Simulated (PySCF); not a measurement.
Z-matrix (Å, degrees):
```
C
H 1 1.0906
H 1 1.0906 2 110.91
H 1 1.0964 2 107.76 3 -117.69
S 1 1.7818 2 111.92 4 -116.60
```
Charge 0, spin multiplicity 2.

Task: Give the highest occupied spin orbital, total energy and dipole moment at the level PySCF 2.14.0 with PBE0-D4/def2-TZVP.

Result: 
The highest occupied spin orbital is -6.58 eV and the total energy is -437.8956 Ha. The dipole moment comes out as 1.74 D.
